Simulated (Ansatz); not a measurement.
Correlation energies of `NC(F)=C=O` by basis set

```tsv
atom	x (Å)	y (Å)	z (Å)
N1	-0.9871	-0.3574	0.0275
C2	0.1916	0.3343	0.0881
F3	0.2352	1.6242	0.5359
C4	1.3250	-0.2252	-0.2855
O5	2.3083	-0.7419	-0.6206
H6	-1.4146	-0.5935	0.9115
H7	-1.6585	-0.0406	-0.6570
```

The species carries charge 0 and has multiplicity 1. Geometry: relaxed with PBE0-D4/def2-TZVP. It is one conformer, not always the lowest. Frozen core, restricted reference, Ansatz 0.2.0. CBS rows extrapolate triple and quadruple zeta; past MP2 they add the triple-zeta difference.

```tsv
basis	HF (Eh)	MP2 corr.
def2-SVP	-305.34030	-0.77993
def2-TZVPP	-305.71241	-0.98434
def2-QZVPP	-305.72582	-1.06172
```

Problem. Estimate the CCSD correlation energy and the (T) correction in each basis where they were run (hartree).

Solution. 
| basis | CCSD corr. | (T) |
| --- | --- | --- |
| def2-SVP | -0.79942 | -0.02538 |
| def2-TZVPP | -0.99275 | -0.04261 |
| CBS(def2) | -1.12745 | as TZ |
